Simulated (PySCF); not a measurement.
**BCl₂⁺, singlet: structure and spectrum**

Level of theory: PBE0/[B def2-TZVP, Cl def2-TZVP], no relativity, density fitting, PySCF.

The structure is a minimum.

```xyz
3
charge 1 multiplicity 1, angstrom
B     0.0000    0.0000    0.0000
Cl    1.6100    0.0000    0.0000
Cl   -1.6100    0.0000    0.0000
```

| Item | Value |
| --- | --- |
| Point group | D∞h |
| Bond lengths | B–Cl 1.610 Å (×2) |
| Bond angles | Cl–B–Cl 180.0° |
| Heat capacity Cp at 298.15 K | 47.6 J/(mol K) |
| Principal quadrupole moments (Buckingham, traceless) about the centre of mass | -6.07, -6.07, 12.13 D Å |
| Entropy at 298.15 K and 1 bar | 243.1 J/(mol K) |
| Dipole moment about the centre of mass | 0.00 D |
| Enthalpy at 298.15 K above 0 K | 11.19 kJ/mol |
| Lowest empty level | -8.31 eV |
| Zero-point energy | 16.2 kJ/mol |
| Rotational symmetry number | 2 |
| Highest occupied level | -17.04 eV |
| Rotational constants | 0.09299 cm⁻¹ |
| Principal polarisabilities | 22.0, 22.0, 51.7 bohr³ |

Harmonic modes (masses in u: B 11.009, Cl 34.969):
```tsv
symmetry	ω (cm⁻¹)	IR (km/mol, summed over degenerate members)	μ (u)
πu	327	28.3	12.14
σg+	570	0.0	34.97
σu+	1478	566	12.14
```

In D∞h the vibrations span πu + σg+ + σu+. The σg+ mode carries no infrared intensity, as symmetry demands. With a centre of inversion only u modes can be infrared active and only g modes Raman active.

Charges (e):
| atom | Mulliken | Löwdin | polar tensor | Mayer order to B1 |
| --- | --- | --- | --- | --- |
| B1 | 0.32 | -1.08 | 1.17 | – |
| Cl2,3 | 0.34 | 1.04 | -0.08 | 1.82 |

Mulliken populations on B1: s 2.85, p 1.57, d 0.23, f 0.03.

Outer orbital energies (eV). occupied: -21.66, -20.40, -18.49, -18.49, -17.04, -17.04; empty: -8.31, -8.31, -6.12, -3.54.

Counting electrons, boron keeps none of its valence electrons outside its bonds, so the VSEPR class is AX2 and the expected shape is linear (D∞h), as computed.

This need not be the most stable arrangement of these atoms.

The final relaxation and frequency run took 10 s on 2 threads of a shared Arm Neoverse V2 host, with 105 basis functions and 7 gradients; the process peaked at 0.93 GiB.
